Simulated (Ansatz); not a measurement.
Lattice parameter a (Å) of solids drawn from the class of carbides, at two levels: PBE in Ansatz (plane waves, PAW), and LDA (Ansatz, a quantum-chemistry and plane-wave program, PAW).

```csv
solid,PBE,LDA
rock-salt NbC,4.485,4.427
antifluorite Be₂C,4.328,4.268
rock-salt HfC,4.651,4.573
rock-salt TaC,4.475,4.414
rock-salt TiC,4.333,?
rock-salt ZrC,4.709,4.642
```

Q: Estimate the withheld LDA value from the other rows.

A: One way: carry over the typical ratio. The ratios LDA / PBE of the other rows, in order: 0.9832, 0.9858, 0.9861, 0.9864, 0.9871; median 0.9861. Rock-salt TiC: 4.333 × 0.9861 = 4.273 Å; the run gives 4.261 Å. The ratios spread from 0.9832 to 0.9871, so such an estimate is rough.

Over all 6 rows LDA is the larger in 0.

Ansatz's runs of these crystals have no spin polarisation.

Spin–orbit coupling is left out, also for the solids with elements from indium on (rock-salt HfC, rock-salt TaC); its size isn't shown.

Ansatz's density-functional and Hartree–Fock values are scalar-relativistic unless marked +SOC, with PAW data made under PBE.
